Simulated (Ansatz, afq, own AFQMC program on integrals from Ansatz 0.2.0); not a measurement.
Two steps: Ansatz 0.2.0 writes the Fock matrix and Cholesky factors of the valence space, and afq projects on them the lowest state that overlaps trial and start.

```yaml
crystal:
  periodic: [false, false, false]
  atoms:
    - {symbol: Si, position_ang: [0.000000, 0.000000, 0.000000]}
    - {symbol: H, position_ang: [0.864673, 0.868123, 0.869455]}
    - {symbol: H, position_ang: [-0.869974, -0.866902, 0.865375]}
    - {symbol: H, position_ang: [-0.864856, 0.866715, -0.870676]}
    - {symbol: H, position_ang: [0.870158, -0.867936, -0.864154]}
basis:
  gaussian: {orbitals: aug-cc-pVDZ}
magnetization: {spin_polarized: true, initial_magnetization: 2}
correlation: {method: ccsd_t, electrons: outside_noble_gas, hamiltonian_folder: ham}
```

```sh
$ ansatz run in.yaml --threads 1 --pin off --events-out ev --progress --plain --max-ram 24576MiB --backend cuda --devices 0, --max-vram 18GiB
```

afq runs on the folder ham with

```
--method phaseless --trial hf --walkers 2800 --populations 20 --least-time 40 --time-step 0.005 --steps-per-block 20 --equilibration-blocks 112 --max-blocks 4000 --target-error 0.0008500 --factor-cut 1e-05 --start spin_pure --seed 9771 --taylor-order 6
```

Times are imaginary, in 1/Eh. The walk had a cap of 95 s. With eight or more populations the least sampling time is a fifth of least-time, and the error comes from their spread.

afq prints:

```
orbitals 58  electrons 5 3  factors 476 of 612
reference energy -290.93657146 Eh
CCSD correlation -0.14430817 Eh in 18 cycles, weight of the determinant in the CISD state 0.8489
energy of the start -290.936610 Eh
 block  time / (1/Eh)  mean weight  energy / Eh
     1     0.100  1.0007  -290.960590
     2     0.200  1.0006  -290.979522
     3     0.300  1.0008  -290.995249
     4     0.400  1.0006  -291.008341
     5     0.500  1.0009  -291.019061
     8     0.800  1.0002  -291.041581
    11     1.100  1.0004  -291.055282
    21     2.100  1.0003  -291.070639
    26     2.600  1.0001  -291.075987
    41     4.100  0.9999  -291.083063
    56     5.600  1.0001  -291.084650
    71     7.100  1.0001  -291.083113
    86     8.600  0.9998  -291.085290
   101    10.100  1.0000  -291.084644
   106    10.600  1.0002  -291.087915
   116    11.600  1.0000  -291.084422
   131    13.100  1.0003  -291.082212
   146    14.600  0.9998  -291.086951
   161    16.100  0.9998  -291.084852
   176    17.600  1.0004  -291.078442
   191    19.100  0.9998  -291.081833
   201    20.100  1.0004  -291.085118
error from the spread of 20 populations
energy -291.083054 +/- 0.000848 Eh
(rows thinned)
```

The run passed its tests (sampling time, drift between the halves within three errors, error under three times the target), which doesn't prove that it has relaxed.

Against this walk (error 23.1 meV) on the same determinant: CCSD(T) 67.9 meV lower, CCSDT(Q) 141.6 meV lower, a separate phaseless walk with a CISD trial and standard settings 85.9 ± 23.3 meV lower. The error is statistical and leaves out the bias of the constraint. None of these is a sure reference here.

Cautions: constraint bias not in the error; lower spins were not checked; higher spins were not checked; strong correlation (T1 0.066, weight of the determinant 0.85, largest double 0.04).

The walk took 38 s on 1 × NVIDIA H100 80GB HBM3 with 2 threads of AMD EPYC 7R13 Processor (Zen 3), with other jobs on the host (the card was shared). The log's last line is the phaseless energy.

CCSDT and higher add their correlation energy to the determinant of the CCSD(T) run, since their own runs factorise the integrals more tightly (a shift of under 2 meV).
